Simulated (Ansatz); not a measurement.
**Worked example: the enthalpy of formation of H2S2 (SMILES SS)**

H2S2 has 4 atoms, charge 0, and is taken as a singlet. As SMILES, `SS`. Geometry: relaxed at PBE0-D4/def2-TZVP.

```jsonl
{"atom": "S", "x (Å)": "0.7845", "y (Å)": "-0.7892", "z (Å)": "0.1667"}
{"atom": "S", "x (Å)": "0.0602", "y (Å)": "1.1216", "z (Å)": "0.0674"}
{"atom": "H", "x (Å)": "-0.2254", "y (Å)": "-1.3526", "z (Å)": "0.8569"}
{"atom": "H", "x (Å)": "-0.6193", "y (Å)": "1.0203", "z (Å)": "-1.0910"}
```

Total energies at revPBE/def2-TZVPP (Ansatz 0.2.0); the atoms run unrestricted:

```
species    state  energy (Eh)
   H2S2  singlet  -797.469757
      S  triplet  -398.041597
      H  doublet    -0.504123
```

Harmonic wavenumbers at PBE0-D4/def2-TZVP, in cm⁻¹: 465, 536, 906, 908, 2662, 2665.

Measured heats of formation of the gaseous atoms at 298.15 K, in kJ/mol: S 277.0, H 218.0. Spin-orbit lowering of the atoms at 298 K (mean of the ground term's levels less their thermal mean, from spectra), in kJ/mol: S 1.88. Take 1 Eh = 2625.50 kJ/mol, 1 cm⁻¹ = 0.0119627 kJ/mol, RT = 2.479 kJ/mol.

Work out the heat of formation of the gas at 298 K.


1. Electronic atomisation energy: 2 × (-398.041597) + 2 × (-0.504123) − (-797.469757) = 0.378317 Eh = 993.3 kJ/mol.
2. Zero-point energy: half the sum of the wavenumbers, 4071 cm⁻¹ = 48.7 kJ/mol.
3. Thermal vibrational enthalpy, Σ hcν̃/(exp(hcν̃/kT) − 1): 1.5 kJ/mol. Translation, rotation and pV of a non-linear molecule: 4 RT = 9.9 kJ/mol.
4. The 4 free atoms carry 5/2 RT each: 24.8 kJ/mol.
5. Spin-orbit coupling lowers the free atoms by 2 × 1.88 = 3.8 kJ/mol.
6. Atomisation enthalpy at 298 K: 993.3 − 3.8 − 48.7 − 1.5 − 9.9 + 24.8 = 954.2 kJ/mol.
7. Sum of the atoms' heats of formation: 990.0 kJ/mol. Heat of formation: 990.0 − 954.2 = +35.8 kJ/mol.

The tabulated value is +15.5 kJ/mol (CRC Handbook of Chemistry and Physics), so this level is off by +20.3 kJ/mol, or 2.1 % of the atomisation enthalpy. Anharmonicity and any spin-orbit splitting of the molecule are left out.
